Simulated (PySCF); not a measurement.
Induced dipoles and field energies

Species: N-methyl-tert-butylamine, C₅H₁₃N.
Geometry (GFN2-xTB, Å), atoms numbered from 1 in this order:
```
atom  x, y, z in Å
C1     2.026   -0.651   -0.062
N2     0.842   -0.473    0.752
C3    -0.357    0.060    0.106
C4    -0.162    1.473   -0.470
C5    -0.807   -0.893   -1.004
C6    -1.437    0.106    1.194
H7     2.393    0.267   -0.544
H8     2.819   -1.037    0.579
H9     1.826   -1.392   -0.834
H10    1.067    0.114    1.549
H11    0.555    1.465   -1.289
H12   -1.106    1.855   -0.850
H13    0.200    2.152    0.302
H14   -0.826   -1.913   -0.629
H15   -1.805   -0.624   -1.340
H16   -0.139   -0.846   -1.860
H17   -2.388    0.423    0.775
H18   -1.555   -0.880    1.635
H19   -1.157    0.803    1.981
```

Level: PBE0/def2-SVPD (PySCF); nuclei fixed, core orbitals frozen in the response. Permanent dipole (0.190, 0.825, -0.195) D (1 au = 2.5417 D). Static polarisability (au):

```
x   75.78 -1.54 -1.51
y   -1.54 69.36  0.32
z   -1.51  0.32 69.28
```

Only the terms in μ and α are kept: μ(F) = μ + αF and ΔE = −μ·F − ½ F·αF.

**Question.** What do fields of 0.154 V/Å (0.003 au) along the six axis directions do?

**Answer.** 
```
field along  induced x (D)  induced y (D)  induced z (D)  total size (D)  −μ·F (kJ/mol)  −½F·αF (kJ/mol)
         +x          0.578         -0.012         -0.012           1.137         -0.589           -0.895
         −x         -0.578          0.012          0.012           0.940         +0.589           -0.895
         +y         -0.012          0.529          0.002           1.379         -2.557           -0.819
         −y          0.012         -0.529         -0.002           0.409         +2.557           -0.819
         +z         -0.012          0.002          0.528           0.910         +0.604           -0.819
         −z          0.012         -0.002         -0.528           1.114         -0.604           -0.819
```

**Question.** For the field (-0.0027, -0.0012, 0.0021) au, what is the induced dipole, and what angle does it make with the field?

**Answer.** αF = (-0.523, -0.199, 0.379) D, at 2.9° to the field. The polarisability along this direction, F·αF/F², is 73.32 au, against a mean of 71.47 au.

**Question.** At what field along the permanent dipole would the induced dipole along it equal the permanent one, in this linear picture?

**Answer.** The polarisability along the dipole is 69.04 au, so F = 0.3418 au / 69.04 au = 0.0050 au = 0.25 V/Å; higher-order terms are ignored.

**Question.** What field makes μF equal to kT at 200 K?

**Answer.** kT = 0.6334 × 10⁻³ Eh, so F = 0.00185 au = 9.53 MV/cm.

**Question.** A unit point charge sits 7 Å away. Estimate the induction energy −αe²/2R⁴ with the mean polarisability, treating the molecule as a point.

**Answer.** R = 13.23 bohr, so the energy is −71.5/(2 × 13.23⁴) Eh = -3.06 kJ/mol. The charge–dipole term at its most favourable orientation, −μe/R², is -5.13 kJ/mol.

Geometry: GFN2-xTB; no solvent, vibrations or thermal averaging.
